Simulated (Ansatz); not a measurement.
```yaml
crystal:
  periodic: [false, false, false]
  atoms:
    - {symbol: W, position_ang: [0.003136, -0.103886, -0.081020]}
    - {symbol: O, position_ang: [-0.035019, 1.287613, 0.883990]}
    - {symbol: H, position_ang: [-0.016107, -1.490860, 0.745513]}
basis:
  gaussian: {orbitals: def2-TZVP}
magnetization: {spin_polarized: true, initial_magnetization: 1}
hamiltonian: {xc: pbe0}
relax: {f_tol: 0.004, max_steps: 80}
```

```sh
$ ansatz run in.yaml --threads 1 --pin off --events-out ev --progress --plain --max-ram 2176MiB
```

Steps of the relaxation (energy above the last step; positions in Å, forces in eV/Å):

```
3
step 1, 126.2 meV
W     0.003   -0.104   -0.081    0.004    2.708   -0.553
O    -0.035    1.288    0.884    0.025   -1.238   -0.591
H    -0.016   -1.491    0.746   -0.029   -1.470    1.144
```

```
3
step 2, 23.8 meV
W     0.006   -0.047   -0.171   -0.039    0.310    1.169
O    -0.036    1.238    0.910    0.028   -0.746   -0.759
H    -0.018   -1.499    0.809    0.011    0.437   -0.410
```

```
3
step 3, 2.3 meV
W     0.005   -0.061   -0.139   -0.010    0.397    0.238
O    -0.035    1.249    0.899    0.011   -0.371   -0.274
H    -0.017   -1.495    0.789   -0.001   -0.026    0.036
```

```
3
step 7, 0.0 meV
W     0.005   -0.057   -0.147    0.000    0.000    0.000
O    -0.035    1.234    0.901    0.000    0.000    0.000
H    -0.018   -1.484    0.794    0.000    0.000    0.000
```

Close pairs at the end: W1–O2 1.663 Å, W1–H3 1.710 Å.

A stationary point of unrestricted PBE0 after 7 steps, with ⟨S²⟩ = 1.311 against 0.75 for a pure state; no frequencies were run, so it isn't proven a minimum. 3.6 min on 1 thread of AMD EPYC 7571, shared host.
